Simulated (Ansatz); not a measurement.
# BBr3 (BBr3): the cost of one run

Computed with Ansatz 0.2.0, Gaussian basis. Level: the settings change from run to run.

### 1 The geometry

An earlier PBE0-D4/def2-SVP relaxation fixed the geometry.

4 atoms, charge 0, spin multiplicity 1.

Atoms are counted from 1 here; the program's logs count them from 0.

Bond lengths: B1–Br2 1.899 Å, B1–Br3 1.899 Å, B1–Br4 1.899 Å. Angles: Br2–B1–Br3 120.0°, Br2–B1–Br4 120.0°, Br3–B1–Br4 120.0°.

Coordinates:

```xyz
4
charge 0, multiplicity 1
B     0.0000    0.0000    0.0015
Br    1.8988   -0.0276    0.0138
Br   -0.9254    1.6582   -0.0164
Br   -0.9734   -1.6306    0.0011
```

### 2 B97/ANO-RCC-VTZP

Set apart from the defaults: unrestricted orbitals.

Contents of in.yaml:

```yaml
crystal:
  periodic: [false, false, false]
  atoms:
    - {symbol: B, position_ang: [-0.000017, 0.000009, 0.001485]}
    - {symbol: Br, position_ang: [1.898831, -0.027600, 0.013840]}
    - {symbol: Br, position_ang: [-0.925420, 1.658216, -0.016440]}
    - {symbol: Br, position_ang: [-0.973395, -1.630615, 0.001115]}
basis:
  gaussian: {orbitals: ANO-RCC-VTZP}
magnetization: {spin_polarized: true, initial_magnetization: 0}
hamiltonian: {xc: {name: B97}}
scf: {omitted_lower_state_checks: [starts]}
output: {forces: true}
```

Started as:

```bash
ansatz run in.yaml --threads 2 --pin off --events-out ev --progress --plain --max-ram 4352MiB
```

Q: Estimate wall time and peak memory on 2 threads of Intel Xeon Platinum 8488C, shared host.

About 33 s, with a peak of 0.89 GiB.
